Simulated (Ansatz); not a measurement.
Dissociation curve of NH, triplet.

Level of theory: full CI/cc-pVTZ, frozen core (Ansatz, a first-principles code).

**Question.** Relative to R = 1.04 Å, what are the energies at R = 0.97, 1.37, 1.50, 2.97 Å?

**Answer.** 2.4 kcal/mol at 0.97 Å, 23.7 kcal/mol at 1.37 Å, 36.4 kcal/mol at 1.50 Å, 78.8 kcal/mol at 2.97 Å.
